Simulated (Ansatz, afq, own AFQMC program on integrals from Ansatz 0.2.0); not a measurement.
H2O2, singlet: AFQMC among the cluster methods

```xyz
4

O     0.0000   -0.1106    0.5531
O     0.0000    0.1106   -0.5531
H     0.0000    0.7911    0.8921
H     0.0000   -0.7911   -0.8921
```

Connectivity, by distances: OH–OH.

Basis cc-pVDZ. Noble-gas cores (and the filled d shells of Ga–Kr and In–Xe) are frozen. Ansatz 0.2.0 and our own AFQMC program on the same integrals; the CISD trial comes from CCSD amplitudes, and released means the phaseless constraint is let go. ± is one standard error of the sampling.

Determinant: RHF, the one that the program's search chose, which needn't be the lowest solution. The geometry is a point of a scan.

No full CI on the walks' own integrals is used here; CCSDT(Q) serves as the reference and is uncertain by about the last step of the cluster series.

```
T1 diagnostic                               : 0.0059
weight of the determinant in the CISD state : 0.912
size of the correlated space                : 14 electrons in 36 orbitals
```

```csv
level,correlation energy (eV)
MP2,-9.9641
CCSD,-10.3683
CCSD(T),-10.5391
```

**Question.** Estimate where phaseless AFQMC with a CISD trial lies against CCSD(T) on the same integrals.

**Answer.** 2.3 ± 1.1 kJ/mol below CCSD(T).

Reference: CCSDT(Q), correlation energy -10.567 eV. The released energy is read at 2.40 1/Eh (meV from the phaseless value at times in 1/Eh: 5 ± 12 at 0.24, -14 ± 12 at 0.51, 5 ± 12 at 0.99, 2 ± 19 at 1.62, -7 ± 20 at 2.40).

```json
{"level": "CCSD(T)", "E − E(reference) (kJ/mol)": "2.6", "share of correlation (%)": "99.74"}
{"level": "CCSDT", "E − E(reference) (kJ/mol)": "2.1", "share of correlation (%)": "99.79"}
{"level": "ph-AFQMC/HF", "E − E(reference) (kJ/mol)": "-1.1 ± 8.0", "share of correlation (%)": "100.11"}
{"level": "ph-AFQMC/CISD", "E − E(reference) (kJ/mol)": "0.4 ± 1.1", "share of correlation (%)": "99.96"}
{"level": "released AFQMC", "E − E(reference) (kJ/mol)": "-0.2 ± 1.9", "share of correlation (%)": "100.02"}
```

A walk keeps the symmetry of its determinant, which the program's search chose and which needn't be the lowest solution, so a lower state of the same spin and another symmetry isn't excluded. Released energies are given only where the last usable release times agree within the noise; a slower fall can still hide under it.
